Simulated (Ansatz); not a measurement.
**BSiN (triplet): from Hartree-Fock to the top rungs, cc-pVTZ**

One table from this session's results is given with a row withheld; the runs are named, their logs left out.

Computed with Ansatz 0.2.0, Gaussian basis. Level: cc-pVTZ, core rule «outside noble gas», up to 7 orbitals frozen.

To be run: UHF; CCSD(T) on ROHF; CCSD(T) on UHF; BCCD(T) on ROHF; CCSDT(Q) on ROHF; CCSDT(Q) on UHF; CASSCF and NEVPT2, 12 electrons in 12 orbitals.

5 further runs of the same task are left out: 5 set aside as unsound or not needed.

### What is computed

The geometry is a PBE0/def2-TZVP stationary point (not a proven minimum).

3 atoms, charge 0, spin multiplicity 3.

Atoms are counted from 1 here; the program's logs count them from 0.

Bond lengths: B1–N2 1.274 Å, N2–Si3 1.674 Å. Angles: B1–N2–Si3 180.0°.

Set-up of the first run:

The input, in.yaml:

```yaml
crystal:
  periodic: [false, false, false]
  atoms:
    - {symbol: B, position_ang: [0.000000, 0.000000, -1.407767]}
    - {symbol: N, position_ang: [0.000000, 0.000000, -0.133267]}
    - {symbol: Si, position_ang: [0.000000, 0.000000, 1.541033]}
basis:
  gaussian: {orbitals: cc-pVTZ}
magnetization: {spin_polarized: true, initial_magnetization: 2}
hamiltonian: {xc: hf}
output: {orbitals: {seedname: orbitals}}
```

The run is started by

```console
ansatz run in.yaml --threads 1 --pin off --events-out ev --progress --plain --max-ram 4096MiB --backend cpu
```

Among the steps run: UHF; CCSD(T) on ROHF; CCSD(T) on UHF; BCCD(T) on ROHF; CCSDT(Q) on ROHF; CCSDT(Q) on UHF; CASSCF and NEVPT2, 12 electrons in 12 orbitals.

One table of the session follows, with a row left open; its other results are not shown here.

It belongs to the step «Misses and costs». 

```
        method  from UCCSDT(Q) (kJ/mol)
          ROHF                   +997.9
           UHF                   +964.5
          RMP2                   +104.8
          UMP2                   +117.4
         RCCSD                    +59.1
         UCCSD                    +57.7
      RCCSD(T)                     +6.3
      UCCSD(T)                     +7.5
       BCCD(T)                     +6.5
        RCCSDT                     +4.3
        UCCSDT                     +4.2
     RCCSDT(Q)                        ?
     UCCSDT(Q)                        0
CASSCF valence                   +608.0
NEVPT2 valence                   +140.1
```

Estimate the missing values for RCCSDT(Q).

**Answer.** from UCCSDT(Q) (kJ/mol): +0.6. In the column «from UCCSDT(Q) (kJ/mol)» it lies between UCCSDT(Q) (0) and UCCSDT (+4.2).

With the free atoms at the same levels and basis (separate runs), the atomisation energy is 9.365 eV at UCCSDT(Q), 9.349 eV at RCCSD(T), 9.330 eV at UCCSD(T), 6.366 eV at ROHF.

To keep in mind: Restricted and unrestricted rows rest on different reference determinants; where their highest levels disagree by more than a few hundredths of an eV, they describe different states and don't form one ladder.
